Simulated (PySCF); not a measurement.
## Spin–spin coupling constants

Geometry (Å), atoms numbered from 1 in this order:
```xyz
11

O     1.8305    0.0788   -1.1849
C     1.3314    0.7065   -0.3102
F     1.9494    1.7804    0.2001
C     0.0371    0.4601    0.3513
C    -0.3749   -0.9863    0.5214
C    -1.0552   -0.1537   -0.4966
H    -0.2376    1.1761    1.1275
H    -0.9040   -1.2355    1.4440
H     0.3406   -1.7351    0.1731
H    -2.0738    0.1932   -0.3088
H    -0.8028   -0.3274   -1.5456
```

Couplings: B3LYP/pcJ-1 (spin–dipole term only in couplings to heteroatoms) in PySCF 2.14, geometry PBE0-D3(BJ)/def2-SVP; gas phase, one conformer, non-relativistic. Couplings are averaged over pairs made equivalent by symmetry, fast rotation or ring inversion, so a value needn't be that of the named pair in this geometry, while other rotamers aren't included; one pair stands for each set, and the list holds those of at least 1.5 Hz over up to four bonds, among pairs with at least one C or F or H atom (others weren't computed). One-bond C–F couplings come out tens of Hz too large with common functionals.

Isotopes: ¹³C, ¹⁹F, ¹H, ¹⁷O. Couplings to quadrupolar nuclei such as 17O and 33S are rarely resolved in practice.

```json
{"pair": "O1, C2", "bonds": "1", "J (Hz)": "25.1"}
{"pair": "C2, F3", "bonds": "1", "J (Hz)": "?"}
{"pair": "C2, C4", "bonds": "1", "J (Hz)": "87.5"}
{"pair": "C4, C5", "bonds": "1", "J (Hz)": "?"}
{"pair": "C4, H7", "bonds": "1", "J (Hz)": "?"}
{"pair": "C5, C6", "bonds": "1", "J (Hz)": "18.5"}
{"pair": "C5, H8", "bonds": "1", "J (Hz)": "173.0"}
{"pair": "C5, H9", "bonds": "1", "J (Hz)": "?"}
{"pair": "O1, F3", "bonds": "2", "J (Hz)": "58.9"}
{"pair": "C2, C5", "bonds": "2", "J (Hz)": "-1.7"}
{"pair": "C2, H7", "bonds": "2", "J (Hz)": "?"}
{"pair": "F3, C4", "bonds": "2", "J (Hz)": "86.1"}
{"pair": "C4, H9", "bonds": "2", "J (Hz)": "-2.5"}
{"pair": "C5, H10", "bonds": "2", "J (Hz)": "-1.9"}
{"pair": "C5, H11", "bonds": "2", "J (Hz)": "-1.7"}
{"pair": "H8, H9", "bonds": "2", "J (Hz)": "-4.5"}
{"pair": "C2, H8", "bonds": "3", "J (Hz)": "3.6"}
{"pair": "C2, H9", "bonds": "3", "J (Hz)": "6.4"}
{"pair": "F3, C5", "bonds": "3", "J (Hz)": "-2.3"}
{"pair": "F3, H7", "bonds": "3", "J (Hz)": "?"}
{"pair": "H7, H8", "bonds": "3", "J (Hz)": "9.1"}
{"pair": "H7, H9", "bonds": "3", "J (Hz)": "5.1"}
{"pair": "H8, H10", "bonds": "3", "J (Hz)": "?"}
{"pair": "H8, H11", "bonds": "3", "J (Hz)": "?"}
{"pair": "H9, H11", "bonds": "3", "J (Hz)": "11.4"}
```

Estimate the withheld couplings, with signs.

Answers


- ¹J(C2,F3) = -415.2 Hz (bond length 1.340 Å)
- ¹J(C4,C5) = 12.2 Hz (bond length 1.514 Å)
- ¹J(C4,H7) = 178.6 Hz (bond length 1.091 Å, sp3 carbon)
- ¹J(C5,H9) = 176.3 Hz (bond length 1.093 Å, sp3 carbon)
- ²J(C2,H7) = -1.9 Hz (angle at C4 116°)
- ³J(F3,H7) = -4.4 Hz (dihedral angle 1°)
- ³J(H8,H10) = 10.3 Hz (dihedral angle 0°)
- ³J(H8,H11) = 8.3 Hz (dihedral angle 149°)
